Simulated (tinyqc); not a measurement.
A ladder of methods, and size consistency: correlation methods against full CI in the sto-3g basis, for BH3, spin multiplicity 1. Computed by the program tinyqc with PySCF. All electrons correlated; +Q is the Davidson correction (1 - c0^2) E_corr. The last columns treat two copies 100 angstrom apart as one system. FCI is the lowest singlet.

Geometry (angstrom):

| atom | x | y | z |
|---|---|---|---|
| B | 0.0000 | 0.0000 | 0.0230 |
| H | 1.1480 | 0.0000 | 0.0000 |
| H | -0.5740 | 0.9940 | 0.0000 |
| H | -0.5740 | -0.9940 | 0.0000 |

RHF energy of one = -26.070270 hartree

Correlation energies (hartree):

| method | E_corr of one | share of FCI (%) | E_corr of two at 100 angstrom | two minus twice one (mhartree) |
|---|---|---|---|---|
| MP2 | -0.03446 | 69.224 | -0.06892 | 0.000 |
| CISD | -0.04862 | 97.667 | -0.09474 | 2.489 |
| CISD+Q | -0.04993 | 100.301 | -0.09947 | 0.383 |
| CCSD | -0.04945 | 99.337 | -0.09890 | 0.000 |
| CCSD(T) | -0.04966 | 99.758 | -0.09932 | 0.000 |
| FCI | -0.04978 | 100.000 | - | - |

What does the comparison show, and why?

MP2 recovers 69 %, CISD 97.7 % and CCSD 99.3 % of the FCI value (c0^2 = 0.973 in CISD). MP2 and coupled cluster are size consistent, so their last column vanishes; CISD loses 2.49 mhartree, since a double excitation on each copy is a quadruple of the pair, and the Davidson correction leaves +0.38.
